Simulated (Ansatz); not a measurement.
The pair A = HCl (SMILES Cl) (first 2 atoms), B = HCl (SMILES Cl); geometry from NCB31 set.
(charge 0, multiplicity 1):
```xyz
4

Cl     1.861    -0.065     0.000
H      1.754     1.211     0.000
Cl    -1.925     0.006     0.000
H     -0.658    -0.194     0.002
```

Correlated levels freeze the cores.

Programs: Ansatz (Gaussian basis) for Hartree–Fock, density functionals and correlated methods. Each number belongs to the level named beside it.

Total energies (hartree), monomers frozen at their geometry in the pair:

| structure | HF/aug-cc-pV(T+d)Z | B3LYP/def2-TZVPPD | MP2/aug-cc-pV(Q+d)Z |
|---|---|---|---|
| AB | -920.2174913 | -921.6774932 | -920.6782642 |
| A in the pair's basis | -460.1086125 | -460.8378082 | -460.3374717 |
| B in the pair's basis | -460.1085426 | -460.8378241 | -460.3373439 |
| A | -460.1085515 | -460.8377550 | -460.3372518 |
| B | -460.1085190 | -460.8377537 | -460.3372338 |

Task: Work out the interaction energy without and with the counterpoise correction, and the superposition error, for each level.

Result: 
E(AB) − E(A) − E(B), times 627.509 kcal/mol, with the monomers in their own basis and then in the pair's basis:
- HF/aug-cc-pV(T+d)Z: -0.26 uncorrected, -0.21 corrected; the monomers gain 0.05 kcal/mol from borrowed functions
- B3LYP/def2-TZVPPD: -1.25 uncorrected, -1.17 corrected; the monomers gain 0.08 kcal/mol from borrowed functions
- MP2/aug-cc-pV(Q+d)Z: -2.37 uncorrected, -2.16 corrected; the monomers gain 0.21 kcal/mol from borrowed functions

Ansatz is a quantum-chemistry and plane-wave program.
